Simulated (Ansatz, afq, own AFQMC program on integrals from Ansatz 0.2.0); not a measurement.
Where AFQMC and coupled cluster stand for N2H, doublet

```xyz
3

N     0.0000   -0.1292    0.5306
N     0.0000    0.0784   -0.6154
H     0.0000    0.7060    1.1777
```

Connectivity, by distances: NH–N.

Basis cc-pVDZ. Noble-gas cores (and the filled d shells of Ga–Kr and In–Xe) are frozen. Integrals, coupled cluster, full CI and functionals: Ansatz 0.2.0; the random walks run on the same integrals in our own AFQMC program. The CISD trial takes its coefficients from CCSD amplitudes. Released means that phaseless walkers are propagated on without the constraint, phases kept. Free projection: walkers drawn from exp(T), propagated without any constraint. Its projection time is finite, and what remains of the start isn't in its error. Uncertainties: one standard error, sampling alone.

Determinant: ROHF, the one that the program's search chose, which needn't be the lowest solution. The geometry is a point of a scan.

No full CI on the walks' own integrals is used here; CCSDT(Q) serves as the reference and is uncertain by about the last step of the cluster series.

Cautions: a spin-contaminated unrestricted determinant lies lower (UHF 226 meV lower, ⟨S²⟩ 0.84).

The T1 diagnostic is 0.0294, the weight of the determinant in the CISD state is 0.880 and the size of the correlated space is 11 electrons in 31 orbitals.

```tsv
level	correlation energy (eV)
MP2	-8.3068
CCSD	-8.7361
CCSD(T)	-9.0440
```

Question: Estimate where free-projection AFQMC lies against CCSD(T) on the same integrals.

Answer: 4.2 ± 2.4 kJ/mol below CCSD(T). The gap is under twice the noise, so this walk alone can't tell the two apart.

Reference: CCSDT(Q), correlation energy -9.090 eV. The released energy is read at 2.40 1/Eh (meV from the phaseless value at times in 1/Eh: -16 ± 24 at 0.24, -22 ± 17 at 0.51, -28 ± 16 at 0.99, -32 ± 24 at 1.62, 0 ± 26 at 2.40).

```
         level  E − E(reference) (kJ/mol)  share of correlation (%)
       CCSD(T)                        4.4                     99.49
         CCSDT                        3.2                     99.64
   ph-AFQMC/HF                  7.9 ± 7.4                     99.10
 ph-AFQMC/CISD                  1.6 ± 2.1                     99.82
released AFQMC                  1.6 ± 2.5                     99.82
    free AFQMC                  0.3 ± 2.4                     99.97
```

Free projections are given only where their last times agree within the noise and don't stop above the reference; a slow remainder of the start can still hide under it. A walk keeps the symmetry of its determinant, which the program's search chose and which needn't be the lowest solution, so a lower state of the same spin and another symmetry isn't excluded. Released energies are given only where the last usable release times agree within the noise; a slower fall can still hide under it.
